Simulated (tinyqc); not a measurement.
Worked calculation: UKS/BP86 in the sto-3g basis, for NH, spin multiplicity 3. One step of it, computed by the program tinyqc.

Task: Iteration 2: building the Kohn-Sham matrix. J_ij = sum D_kl (ij|kl) with D = D(alpha) + D(beta); F = H + J + V_xc; E = tr D H + tr D J / 2 + E_xc + E_nn.

D(alpha) after iteration 1:
```
,1N 1s,1N 2s,1N 2px,1N 2py,1N 2pz,2H 1s
1N 1s,1.059338,-0.254420,0.000000,0.000000,-0.018354,0.036431
1N 2s,-0.254420,1.093382,0.000000,0.000000,0.069446,-0.205639
1N 2px,0.000000,0.000000,1.000000,0.000000,0.000000,0.000000
1N 2py,0.000000,0.000000,0.000000,1.000000,0.000000,0.000000
1N 2pz,-0.018354,0.069446,0.000000,0.000000,0.016941,0.095773
2H 1s,0.036431,-0.205639,0.000000,0.000000,0.095773,0.984043
```

D(beta) after iteration 1:
```
,1N 1s,1N 2s,1N 2px,1N 2py,1N 2pz,2H 1s
1N 1s,1.059264,-0.254159,0.000000,0.000000,-0.021201,0.037032
1N 2s,-0.254159,1.092500,0.000000,0.000000,0.081550,-0.208517
1N 2px,0.000000,0.000000,0.000000,0.000000,0.000000,0.000000
1N 2py,0.000000,0.000000,0.000000,0.000000,0.000000,0.000000
1N 2pz,-0.021201,0.081550,0.000000,0.000000,0.015501,0.079191
2H 1s,0.037032,-0.208517,0.000000,0.000000,0.079191,0.993749
```

core Hamiltonian H = T + V (hartree):
```
,1N 1s,1N 2s,1N 2px,1N 2py,1N 2pz,2H 1s
1N 1s,-24.507041,-5.634655,0.000000,0.000000,-0.005633,-0.298984
1N 2s,-5.634655,-6.569116,0.000000,0.000000,-0.071731,-0.875864
1N 2px,0.000000,0.000000,-5.209904,0.000000,0.000000,0.000000
1N 2py,0.000000,0.000000,0.000000,-5.209904,0.000000,0.000000
1N 2pz,-0.005633,-0.071731,0.000000,0.000000,-5.245413,-0.816335
2H 1s,-0.298984,-0.875864,0.000000,0.000000,-0.816335,-2.645732
```

Two-electron integrals (ij|kl) in chemists' order, unique and non-zero (hartree):
```
i,j,k,l,(ij|kl)
1,1,1,1,4.166630
2,1,1,1,0.640849
2,1,2,1,0.117461
2,2,1,1,0.969864
2,2,2,1,0.220936
2,2,2,2,0.708245
3,1,3,1,0.020960
3,2,3,1,0.032452
3,2,3,2,0.156449
3,3,1,1,0.967124
3,3,2,1,0.220977
3,3,2,2,0.708086
3,3,3,3,0.762805
4,1,4,1,0.020960
4,2,4,1,0.032452
4,2,4,2,0.156449
4,3,4,3,0.041119
4,4,1,1,0.967124
4,4,2,1,0.220977
4,4,2,2,0.708086
4,4,3,3,0.680568
4,4,4,4,0.762805
5,1,5,1,0.020960
5,2,5,1,0.032452
5,2,5,2,0.156449
5,3,5,3,0.041119
5,4,5,4,0.041119
5,5,1,1,0.967124
5,5,2,1,0.220977
5,5,2,2,0.708086
5,5,3,3,0.680568
5,5,4,4,0.680568
5,5,5,5,0.762805
6,1,1,1,0.034009
6,1,2,1,0.006189
6,1,2,2,0.011598
6,1,3,3,0.011576
6,1,4,4,0.011576
6,1,5,1,0.000300
6,1,5,2,0.000572
6,1,5,5,0.011643
6,1,6,1,0.000331
6,2,1,1,0.108816
6,2,2,1,0.025210
6,2,2,2,0.093053
6,2,3,3,0.091071
6,2,4,4,0.091071
6,2,5,1,0.002053
6,2,5,2,0.017726
6,2,5,5,0.096921
6,2,6,1,0.001364
6,2,6,2,0.018032
6,3,3,1,0.002215
6,3,3,2,0.013943
6,3,5,3,0.003324
6,3,6,3,0.002017
6,4,4,1,0.002215
6,4,4,2,0.013943
6,4,5,4,0.003324
6,4,6,4,0.002017
6,5,1,1,0.099905
6,5,2,1,0.023390
6,5,2,2,0.091897
6,5,3,3,0.087969
6,5,4,4,0.087969
6,5,5,1,0.003724
6,5,5,2,0.029083
6,5,5,5,0.099648
6,5,6,1,0.001301
6,5,6,2,0.021333
6,5,6,5,0.026867
6,6,1,1,0.311274
6,6,2,1,0.073140
6,6,2,2,0.309240
6,6,3,3,0.298895
6,6,4,4,0.298895
6,6,5,1,0.005535
6,6,5,2,0.068139
6,6,5,5,0.329685
6,6,6,1,0.003955
6,6,6,2,0.086357
6,6,6,5,0.114938
6,6,6,6,0.774606
```

nuclear repulsion = 2.18281702 hartree

V_xc(alpha) (hartree):
```
,1N 1s,1N 2s,1N 2px,1N 2py,1N 2pz,2H 1s
1N 1s,-2.709706,-0.358867,0.000000,0.000000,-0.001591,-0.019218
1N 2s,-0.358867,-0.658766,0.000000,0.000000,-0.017929,-0.086313
1N 2px,0.000000,0.000000,-0.683430,0.000000,0.000000,0.000000
1N 2py,0.000000,0.000000,0.000000,-0.683430,0.000000,0.000000
1N 2pz,-0.001591,-0.017929,0.000000,0.000000,-0.591868,-0.088853
2H 1s,-0.019218,-0.086313,0.000000,0.000000,-0.088853,-0.524304
```

V_xc(beta) (hartree):
```
,1N 1s,1N 2s,1N 2px,1N 2py,1N 2pz,2H 1s
1N 1s,-2.686301,-0.340039,0.000000,0.000000,-0.002226,-0.018322
1N 2s,-0.340039,-0.534850,0.000000,0.000000,-0.024790,-0.077336
1N 2px,0.000000,0.000000,-0.527686,0.000000,0.000000,0.000000
1N 2py,0.000000,0.000000,0.000000,-0.527686,0.000000,0.000000
1N 2pz,-0.002226,-0.024790,0.000000,0.000000,-0.532003,-0.085596
2H 1s,-0.018322,-0.077336,0.000000,0.000000,-0.085596,-0.524325
```

E_xc = sum of w rho eps_xc = -7.08109413 hartree

Give: Coulomb J; F(alpha); F(beta); total energy of this density.

Result:

Coulomb J (hartree):
```
,1N 1s,1N 2s,1N 2px,1N 2py,1N 2pz,2H 1s
1N 1s,12.827,2.303,0.000,0.000,0.019,0.122
1N 2s,2.303,5.386,0.000,0.000,0.175,0.762
1N 2px,0.000,0.000,5.386,0.000,0.000,0.000
1N 2py,0.000,0.000,0.000,5.386,0.000,0.000
1N 2pz,0.019,0.175,0.000,0.000,5.366,0.796
2H 1s,0.122,0.762,0.000,0.000,0.796,3.391
```

F(alpha) (hartree):
```
,1N 1s,1N 2s,1N 2px,1N 2py,1N 2pz,2H 1s
1N 1s,-14.390,-3.690,0.000,0.000,0.012,-0.196
1N 2s,-3.690,-1.842,0.000,0.000,0.085,-0.200
1N 2px,0.000,0.000,-0.508,0.000,0.000,0.000
1N 2py,0.000,0.000,0.000,-0.508,0.000,0.000
1N 2pz,0.012,0.085,0.000,0.000,-0.471,-0.110
2H 1s,-0.196,-0.200,0.000,0.000,-0.110,0.221
```

F(beta) (hartree):
```
,1N 1s,1N 2s,1N 2px,1N 2py,1N 2pz,2H 1s
1N 1s,-14.367,-3.672,0.000,0.000,0.011,-0.195
1N 2s,-3.672,-1.718,0.000,0.000,0.078,-0.191
1N 2px,0.000,0.000,-0.352,0.000,0.000,0.000
1N 2py,0.000,0.000,0.000,-0.352,0.000,0.000
1N 2pz,0.011,0.078,0.000,0.000,-0.411,-0.106
2H 1s,-0.195,-0.191,0.000,0.000,-0.106,0.221
```

total energy of this density = -53.90860 hartree
